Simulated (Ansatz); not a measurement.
`N[SiH2]P`. Charge 0, multiplicity 1. The structure was optimised at the PBE0-D4/def2-TZVP level. It is one conformer, not always the lowest.

```xyz
9

N     0.693   -0.500   -1.321
Si   -0.386   -0.464    0.015
P     0.563    0.774    1.647
H     0.933    0.341   -1.820
H     0.715   -1.303   -1.927
H    -0.531   -1.866    0.488
H    -1.752    0.055   -0.294
H     0.438    1.976    0.895
H    -0.674    0.987    2.316
```

(1) What is the dipole moment at ωB97M-V/def2-TZVPP? (An estimate is asked.)

(2) And with PBE, r2SCAN, B3LYP? (Estimate.)

(3) Give the Mulliken charges with ωB97M-V, PBE, r2SCAN in def2-TZVPP. (Estimate.)

Results:

(1) Computed: 1.73 D, with components (-0.31, 0.09, -1.70) D in this frame, pointing from negative to positive charge.

(2) Ansatz gave: PBE 1.74 D, r2SCAN 1.79 D, B3LYP 1.72 D.

(3) Computed: 
| atom | ωB97M-V | PBE | r2SCAN |
| --- | --- | --- | --- |
| N1 | -0.37 | -0.38 | -0.46 |
| Si2 | 0.32 | 0.32 | 0.44 |
| P3 | -0.21 | -0.17 | -0.14 |
| H4 | 0.11 | 0.15 | 0.15 |
| H5 | 0.12 | 0.15 | 0.16 |
| H6 | -0.04 | -0.06 | -0.08 |
| H7 | -0.06 | -0.08 | -0.10 |
| H8 | 0.05 | 0.04 | 0.01 |
| H9 | 0.06 | 0.04 | 0.02 |

B3LYP here is the variant with VWN-RPA as its local correlation; programs differ in this.
